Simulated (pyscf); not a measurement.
PySCF, gas phase, ωB97X-D3(BJ)/def2-SVP geometries.

Task: Estimate by transition-state theory the rate constant of `[O][Ga]([OH])[F]` [doublet] + `[H][H]` -> `[OH][Ga]([OH])[F]` + `[H]` [doublet] (doublet surface; H–H broken, H–O formed) at 1200 K, with ωB97M-D3(BJ)/def2-TZVP energies (ideal gas, 1 atm, RRHO with modes under 100 cm⁻¹ raised to 100, one conformer, R ln 2 for chiral ones without a mode under 150 cm⁻¹; no tunnelling).

Result: The electronic barrier is 2.6 kcal/mol and the thermal terms add +29.6, so ΔG‡ = 32.2 kcal/mol. With k_BT/h = 2.50e+13 s⁻¹ and RT = 2.385 kcal/mol, and a volume of 1.64e-19 cm³ per molecule at 1 atm, k = 5.7e-12 cm³ molecule⁻¹ s⁻¹. Wigner's tunnelling factor for 821i cm⁻¹ would be 1.04. A shift of 1 kcal/mol in the barrier changes k by a factor 1.5. This is the saddle that the search found; another between the same sides may lie lower. The angle at the transferred H is 154°. Elements up to Kr have no core potential and no relativistic terms here.
